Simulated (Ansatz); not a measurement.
# Elastic constant C33 of hcp Tc at several levels of theory

No measured value is used here.

```csv
level (code),value (GPa),cell (Å³/atom)
LDA (Ansatz),607,13.77
PBE (Ansatz),537,14.44
PBEsol (Ansatz),584,14.00
r²SCAN (Ansatz),[?],14.20
HSE06 (Ansatz),583,13.91
```

Question: Fill in the missing entries.

Answer: 
- r²SCAN (Ansatz, a first-principles code), value (GPa): 566

HSE06: hybrids on metals are sensitive to the k mesh. Each level is taken at its own relaxed cell. Cutoffs and k meshes differ between the levels. Ansatz's density-functional and Hartree–Fock values are scalar-relativistic unless marked +SOC, with PAW data made under PBE.
